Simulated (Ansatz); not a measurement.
Take Ge in the diamond structure (space group Fd-3m, No. 227; a = 5.7622 Å) as the base.

Level of theory: plane-wave PAW DFT at the PBE level (Ansatz, an electronic-structure program, 420 eV), no SOC, earlier PAW set.

It is then changed as follows: full substitution Ge → Sn; the structure is relaxed again.

Measured lattice parameter a: Ge 5.644 Å (static lattice; corrected from measurement; as listed in Daniel Mejia-Rodriguez, S. B. Trickey, Phys. Rev. B (2018)); Sn 6.477 Å (static lattice; corrected from measurement; as listed in Daniel Mejia-Rodriguez, S. B. Trickey, Phys. Rev. B (2018)).

Question: How well does PBE reproduce the measured shift?

Answer: With PBE the lattice parameter a moves by +0.893 Å (5.762 → 6.656) against +0.833 Å measured.

Whether these cells are dynamically stable was not tested.
